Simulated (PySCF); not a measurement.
# Reproducing measurements on CS

**The experiment to reproduce.**

From NIST CCCBDB Release 22 (SRD 101), experimental dipoles, for the gas: dipole moment (microwave Stark effect, vibrational ground state) 1.958 ± 0.005 D.

From Liu, Meijer, Perez-Rios, Phys. Chem. Chem. Phys. 22 (2020) 24191, for the gas: dipole moment 1.958 D.

How close the calculation comes is told at the end.

Species: CS.
SMILES with atom numbers: `[C-:1]#[S+:2]`

Cartesian coordinates in Å at the PBE0/6-31+G* level; atoms count from 1:
```xyz
2
CS angstrom
C      0.763    0.000   -0.002
S     -0.775    0.008   -0.011
```

Runs made with PySCF (gas phase, on this PBE0/6-31+G* geometry; no spin–orbit coupling):

| level | job | basis functions | wall time |
| --- | --- | --- | --- |
| PBE0/6-31+G*, grid level 1 | geometry optimisation from a GFN2-xTB start | 40 | 0.77 s |

Hardware: one thread of an AMD EPYC 9R45 (shared host).

All basis functions are spherical.

**Comparison with experiment**

**Dipole moment.** Measured: 1.958 D (NIST CCCBDB Release 22 (SRD 101), experimental dipoles) and 1.958 D (Liu, Meijer, Perez-Rios, Phys. Chem. Chem. Phys. 22 (2020) 24191). Differences are taken against the first.

| level | computed (D) | computed − measured (D) | % (from the printed values) |
| --- | --- | --- | --- |
| PBE0/6-31+G* | 1.745 | -0.213 | -11 |

The computed dipoles belong to one fixed geometry; measured ones are averaged over vibrations unless marked μe. Magnitudes are compared, not signs.

The geometry is computed, not the measured one. Where a level misses, the cause wasn't examined.
